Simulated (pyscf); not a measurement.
Thermochemistry of product channels of formic acid (O=CH–OH) + H atom (H•) on the doublet surface, in kJ/mol, from CCSD(T)/def2-TZVPP + ΔMP2(QZVPP) energies (ideal gas, 1 atm, RRHO with modes under 100 cm⁻¹ raised to 100, one conformer, R ln 2 for rigid chiral ones). Structures and frequencies: ωB97X-D3(BJ)/def2-SVP in PySCF. Correlated levels are frozen-core, on RHF or UHF. ΔMP2 is the change of the MP2 total energy from the triple- to the quadruple-zeta basis.

```tsv
products	ΔE	ΔH(298 K)	ΔG(900 K)	ΔG(1200 K)
HO–CH•–OH	-66.7	-45.9	+37.0	+65.5
water (H₂O) + formyl (•HC=O)	-45.7	-41.7	-85.4	-97.5
•O–CH₂–OH	-26.4	-9.9	+76.2	+106.2
O atom (O) [triplet] + methoxy (H₃C–O•)	+415.0	+420.8	+398.6	+392.1
```

The channel to HO–CH•–OH turns unfavourable between 298 and 1200 K (ΔG from -19.1 kJ/mol to +65.5 kJ/mol).

These are energies of the channels, which say nothing of barriers. H₃C–O• lies 29.4 kJ/mol over its isomer •H₂C–OH, and others may lie lower still (electronic energy, ωB97M-D3(BJ)). The CCSD(T) − MP2 part came from Ansatz, without density fitting, on the same reference. Left out: orbital degeneracy and the spin-orbit lowering of O. The orbital near-degeneracy of the XH₃O or XH₃S radical is left out.
